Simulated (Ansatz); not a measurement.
## Ansatz (development build ahead of 0.2.0) run

```yaml
crystal:
  periodic: [false, false, false]
  atoms:
    - { symbol: C, position_ang: [-0.4719, -0.4719, -1.8591] }
    - { symbol: C, position_ang: [0.4719, 0.4719, -1.8591] }
    - { symbol: H, position_ang: [-0.8724, -0.8724, -0.9361] }
    - { symbol: H, position_ang: [0.8724, 0.8724, -0.9361] }
    - { symbol: H, position_ang: [-0.8705, -0.8705, -2.7833] }
    - { symbol: H, position_ang: [0.8705, 0.8705, -2.7833] }
    - { symbol: C, position_ang: [-0.4719, 0.4719, 1.8591] }
    - { symbol: C, position_ang: [0.4719, -0.4719, 1.8591] }
    - { symbol: H, position_ang: [-0.8724, 0.8724, 0.9361] }
    - { symbol: H, position_ang: [0.8724, -0.8724, 0.9361] }
    - { symbol: H, position_ang: [-0.8705, 0.8705, 2.7833] }
    - { symbol: H, position_ang: [0.8705, -0.8705, 2.7833] }
basis:
  gaussian: { orbitals: pcseg-2 }
hamiltonian:
  xc: pbe
```

The input is written out in the form of the current development build from the run's settings.

The run gave:

| Quantity | Value |
| --- | --- |
| Converged | yes |
| Total energy | -157.00573 hartree |
| Spin squared of the determinant | 0.000 |
| Stability test | minimum among restricted orbitals |

Caution: no unrestricted run beside it, a lower state can exist.
